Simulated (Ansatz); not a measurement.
A made-up structure of CH2ClMg (charge -1), closed shell:

```xyz
5
angstrom
C -0.5572 0.7167 -0.5052
Mg 0.5434 -0.6510 0.4592
Cl 2.3775 -1.7816 1.2518
H 0.0540 -1.4095 1.9233
H -1.1790 1.3729 0.1237
```

It is relaxed with PBE-D4/def2-SVPD and then PBE0-D4/def2-TZVPD (Ansatz 0.2.0). Atoms count as bonded within 1.22 times the sum of their covalent radii (H–H: 0.88 Å). The end point is not checked to be a true minimum.

Q: Does its bonding change? (Judge from chemistry; the calculation decides.)

A: The calculation gives: Yes. Formed: C1–H4; broken: Mg2–H4.

Where it ends: The first stage lowers the energy by 3.89 eV in 17 steps. It ends as CH₂ClMg ([CH2][Mg][Cl]), total charge -1:
```tsv
atom	x (Å)	y (Å)	z (Å)
C1	-0.7091	-0.0422	0.3885
Mg2	1.1374	-0.6533	0.8673
Cl3	3.1671	-1.7170	0.7252
H4	-1.5210	-0.3787	1.0521
H5	-0.8358	1.0386	0.2197
```

Labels in which every atom is bracketed show which atoms are joined, not bond orders.

For scale, one of the runs: PBE0-D4/def2-TZVPD relaxation, 136 basis functions, launched by `ansatz run in.yaml --threads 2 --pin off --events-out ev --progress --plain --max-ram 4352MiB`. The run took about 19 s on 2 CPU threads of an Arm Neoverse V2 (shared host).
